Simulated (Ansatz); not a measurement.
```yaml
crystal:
  periodic: [false, false, false]
  atoms:
    - {symbol: C, position_ang: [-2.106382, -0.386409, -0.003858]}
    - {symbol: Ge, position_ang: [-0.366895, 0.228714, 0.001833]}
    - {symbol: S, position_ang: [1.620159, -0.373389, -0.002708]}
basis:
  gaussian: {orbitals: def2-TZVP}
hamiltonian: {xc: pbe0}
relax: {f_tol: 0.004, max_steps: 80}
```

```sh
$ ansatz run in.yaml --threads 1 --pin off --events-out ev --progress --plain --max-ram 2176MiB
```

Steps of the relaxation (energy above the last step; positions in Å, forces in eV/Å):

```
3
step 1, 153.1 meV
C    -2.106   -0.386   -0.004   -0.316    0.072    0.001
Ge   -0.367    0.229    0.002    1.440   -0.573   -0.004
S     1.620   -0.373   -0.003   -1.124    0.501    0.004
```

```
3
step 2, 79.7 meV
C    -2.126   -0.351   -0.004   -0.183    0.119    0.001
Ge   -0.341    0.156    0.001    0.042   -0.239   -0.002
S     1.614   -0.336   -0.002    0.141    0.120    0.001
```

```
3
step 3, 24.3 meV
C    -2.194   -0.273   -0.003    0.275    0.128    0.001
Ge   -0.329    0.002    0.000   -0.242   -0.213   -0.002
S     1.670   -0.261   -0.002   -0.032    0.086    0.001
```

```
3
step 6, 0.0 meV
C    -2.203   -0.180   -0.002    0.000    0.000    0.000
Ge   -0.332   -0.177   -0.002    0.000    0.000    0.000
S     1.681   -0.174   -0.001    0.000    0.000    0.000
```

Close pairs at the end: C1–Ge2 1.871 Å, Ge2–S3 2.013 Å.

A stationary point of restricted PBE0 after 6 steps (its stability towards spin polarisation wasn't tested); no frequencies were run, so it isn't proven a minimum. 1.7 min on 1 thread of Intel Xeon Platinum 8259CL, shared host.
